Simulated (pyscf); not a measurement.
Structures and frequencies: ωB97X-D3(BJ)/def2-SVP in PySCF. MP2 and CC: frozen core, UHF for open shells. ΔMP2 is the change of the MP2 total energy from the triple- to the quadruple-zeta basis.

SMILES: N[CH2][ZnH]
```xyz
8

N     -0.5852    -1.8970    -1.4813
C     -0.4355    -1.2114    -0.1877
Zn     0.9620     0.1603    -0.3033
H     -0.9777    -1.2643    -2.1766
H     -1.2519    -2.6665    -1.4092
H     -1.3870    -0.8278     0.2411
H     -0.0638    -1.9484     0.5495
H      2.0837     1.2246    -0.4037
```

Q: What is the homolytic dissociation enthalpy (298 K, CCSD(T)/def2-TZVPP + ΔMP2(QZVPP)) of the C–Zn bond of H₂N–CH₂–ZnH, to •H₂C–NH₂ + ZnH•?

A: C–Zn to •H₂C–NH₂ + ZnH•: 61.3 kcal/mol. H₂N–CH₂–ZnH lies 28.3 kcal/mol over its isomer H₃C–Zn–NH₂ (electronic energy, ωB97M-D3(BJ)/def2-TZVP). Other isomers of •H₂C–NH₂ were not searched in full and may lie lower. The CCSD(T) − MP2 part came from Ansatz, without density fitting, on the same reference. The frozen core leaves the outer d or s,p core shells of the metals and heavy elements correlated in the MP2 and CC values, and def2-TZVPP describes them poorly, which can shift differences by a few kcal/mol. Elements up to Kr have no core potential and no relativistic terms here.
